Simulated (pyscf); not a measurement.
F–GeH₃ (SMILES [F][GeH3]) + HF (SMILES F) → GeH₂ (SMILES [GeH2]) [singlet] + HF (SMILES F) + HF (SMILES F) (multi-bond step; singlet surface; F–Ge, Ge–H, F–H broken, F–H, F–H formed). Single points on ωB97X-D3(BJ)/def2-SVP structures (PySCF, gas phase). Correlated levels are frozen-core, on RHF or UHF. ΔMP2 is the change of the MP2 total energy from the triple- to the quadruple-zeta basis. Energies in kJ/mol from the separated reactants.

| level | barrier | reaction energy |
|---|---|---|
| ωB97X-D3(BJ)/def2-TZVP | 170.5 | +238.1 |
| PBE/def2-TZVP | 119.9 | +219.4 |
| B3LYP-D3(BJ)/def2-TZVP | ___ | +216.8 |
| PBE0-D3(BJ)/def2-TZVP | 148.8 | +229.1 |
| ωB97M-D3(BJ)/def2-TZVP | 161.2 | +216.8 |
| CCSD/def2-TZVPP | 194.1 | +222.2 |
| CCSD(T)/def2-TZVPP + ΔMP2(QZVPP) | ___ | ___ |

Task: Fill in the missing entries.

Result: 
- B3LYP-D3(BJ)/def2-TZVP, barrier: 149.2
- CCSD(T)/def2-TZVPP + ΔMP2(QZVPP), barrier: 180.5
- CCSD(T)/def2-TZVPP + ΔMP2(QZVPP), reaction energy: +220.6

On the reactant side the descent ends in a complex (not fully relaxed), 29.2 kJ/mol under the separated species and 199.7 kJ/mol under the saddle at ωB97X-D3(BJ)/def2-TZVP. On the product side the descent ends in an adduct with a F–Ge contact, 86.0 kJ/mol under the separated species and 18.5 kJ/mol under the saddle at ωB97X-D3(BJ)/def2-TZVP. At ωB97X-D3(BJ), B3LYP-D3(BJ), PBE0-D3(BJ), ωB97M-D3(BJ), CCSD, CCSD(T) the saddle lies under the separated products, which points to a path from their complex (located at ωB97X-D3(BJ) alone), and parting the products costs more than the saddle. At PBE this geometry lies under the product side: in single points on another level's saddle the reverse barrier vanishes, and the forward threshold there is about the reaction energy. What is counted as broken (F–Ge) persists as a longer contact in the product adduct; parting that adduct is a step of its own. One saddle was located; it need not be the lowest between these sides. The CCSD(T) − MP2 part came from Ansatz, without density fitting, on the same reference. The frozen core leaves the outer d or s,p core shells of the metals and heavy elements correlated in the MP2 and CC values, and def2-TZVPP describes them poorly, which can shift differences by a few kcal/mol. Elements up to Kr have no core potential and no relativistic terms here.
